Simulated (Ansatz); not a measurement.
Input for Ansatz (development build ahead of 0.2.0):

```yaml
crystal:
  periodic: [false, false, false]
  atoms:
    - { symbol: B, position_ang: [0.0, 0.0, -0.66049] }
    - { symbol: H, position_ang: [0.0, 0.0, 0.66049] }
basis:
  gaussian: { orbitals: def2-SVP }
total_charge: 1
magnetization:
  spin_polarized: true
  initial_magnetization: 1
hamiltonian:
  xc: hf
correlation:
  method: ccsd_t
  frozen_orbitals: { B: 1, H: 0 }
scf:
  omitted_lower_state_checks: [starts, atomic_configurations, cluster_reference, orbital_swaps, given_window_search, neighbouring_geometries, increment]
```

The input is written out in the form of the current development build from the run's settings.

Output:

| Item | Value |
| --- | --- |
| Converged | yes |
| Reference energy | -24.78521 hartree |
| Correlation energy | -0.04748 hartree |
| Total energy | -24.83270 hartree |
| Stability test | minimum |
